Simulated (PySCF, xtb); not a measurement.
CH₄S, SMILES CS.

GFN2-xTB in xtb at its own geometry gives an orbital gap of 4.57 eV and a dipole moment of 2.34 D.

The structure is a stationary point at ωB97X-D3(BJ)/def2-TZVP.

### Question
What does r2SCAN/def2-TZVPD in PySCF give? (Estimate from the structure and the level; the computed values follow.)

### Answer
gap 5.58 eV (levels -5.82 and -0.24 eV), dipole 1.60 D.
